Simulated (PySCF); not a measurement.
Electron affinity of H by level of theory

H⁻ 1s2 (1S) → H 1s1 (2S), as a difference of total energies. Calculation: PySCF 2.14, in x2c-QZVPPall with one added diffuse shell each of s, p, d type (5s4p3d1f, 39 functions); the spin-free X2C one-electron Hamiltonian (Gaussian nucleus). Correlated levels: valence: nothing frozen. The calculations carry no spin-orbit coupling.

```tsv
method	electron affinity (eV)
UHF	-0.337
LDA	0.903
PBE	0.682
PBE0	0.599
r2SCAN	0.695
wB97M-V	0.767
M06	0.632
BHandHLYP	0.654
r2SCAN0	0.641
MP2 (valence)	0.443
SCS-MP2 (valence)	0.600
```

Errors of the correlated levels include the incompleteness of this basis.

A negative affinity means that the anion lies above the atom at that level of theory.

In the anion the highest occupied orbital energy is positive at LDA, PBE, PBE0, r2SCAN, M06, BHandHLYP, r2SCAN0, a self-interaction effect; the basis confines that electron, and the energy difference can still be sensible.

Q: Which method comes closest to the reference value, and which is furthest?

A: The reference is 0.754 eV (measured; photodetachment measurements, as compiled on the Wikipedia data page of electron affinities). Closest: wB97M-V (error 0.013 eV); furthest: UHF (error -1.091 eV).
